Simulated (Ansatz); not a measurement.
Which method gave which barrier?

Saddle point of CH7BO, singlet (CH₅BO ([BH2][O][CH3]) + H₂ → CH₄O ([CH3][OH]) + BH₃ (still joined by a long B–O bond); bonds formed: B1–H7, O2–H6; bonds broken: H6–H7; bonds weakened to dative contacts: B1–O2), PBE0-D4/def2-TZVP structure:

```
10
angstrom
B -0.7387 0.7982 -0.5359
O 0.5836 -0.0261 -0.5304
C 0.6178 -1.0975 0.3940
H -0.9602 1.2764 -1.6074
H -1.6199 0.3088 0.1107
H 0.4739 1.0923 0.0513
H -0.2469 1.7945 0.2214
H 1.6178 -1.5328 0.3743
H 0.3912 -0.7601 1.4120
H -0.1187 -1.8536 0.1099
```

Computed with Ansatz 0.2.0 (basis: def2-TZVPP, with def2-QZVPP for the basis limit); correlated methods freeze the cores. Extrapolation: Hartree–Fock as exp(−7.88 √X), correlation as X^−2.97. Four methods, as single points on the PBE0-D4 structures, gave these electronic barriers from the start structure: 1.397, 1.489, 1.672, 2.378 eV.

The methods were, in alphabetical order, HF, MP2, PBE-D4, PBE0-D4. Which gave which? (Judge from chemistry; the calculation decides.)

The calculation gives: PBE-D4 1.397; PBE0-D4 1.489; MP2 1.672; HF 2.378 eV. For comparison, CCSD(T) at an estimated basis limit (MP2 extrapolated from triple and quadruple zeta, plus CCSD(T) − MP2 in triple zeta) gives 1.734 eV.

The T1 diagnostic stays at or below 0.015.

Labels in which every atom is bracketed show which atoms are joined, not bond orders.

For scale, one of the runs: CCSD(T)/def2-TZVPP, 191 basis functions, launched by `ansatz run in.yaml --threads 2 --pin off --events-out ev --progress --plain --max-ram 4352MiB`. The run took 19 s on 2 CPU threads of an AMD EPYC 9R45 (shared host), with 2.2 GiB of host memory at its peak.
